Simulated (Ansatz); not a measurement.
# CdAu: computed properties

All numbers below come from Ansatz, DFT r2SCAN, scalar-relativistic, plane waves, PAW.

Cutoff 500 eV; k points 12×12×12 on the computed 2-atom cell (Γ-centred); Gaussian smearing, width 0.10 eV; no spin polarisation.

The structure is relaxed at this level of theory with its symmetry kept. Whether it is the stable form of this composition wasn't checked.

```yaml
crystal:
  lattice:
    - [3.35211, 0.00000, 0.00000]
    - [0.00000, 3.35211, 0.00000]
    - [0.00000, 0.00000, 3.35211]
  atoms:
    - { symbol: Cd, position: [0.50000, 0.50000, 0.50000] }
    - { symbol: Au, position: [0.00000, 0.00000, 0.00000] }
```

```
Space group                                                       : Pm-3m (No. 221)
Volume per atom                                                   : 127.1 bohr³
Formation energy from the elements' standard states (uncorrected) : -0.208 eV/atom
Generalised Kohn–Sham band gap                                    : none (metal)
Density of states at the Fermi level                              : 0.49 states/eV per cell
Bulk modulus                                                      : 104 GPa
Its pressure derivative                                           : 5.9
Bader charges (e)                                                 : Cd (1 in the cell) 0.57, Au (1 in the cell) -0.57
```

Spin-orbit coupling is left out, which matters for the bands of heavy elements.

Cost: 9 runs of about 3 core-minutes in all, on Arm Neoverse V1 (shared hosts).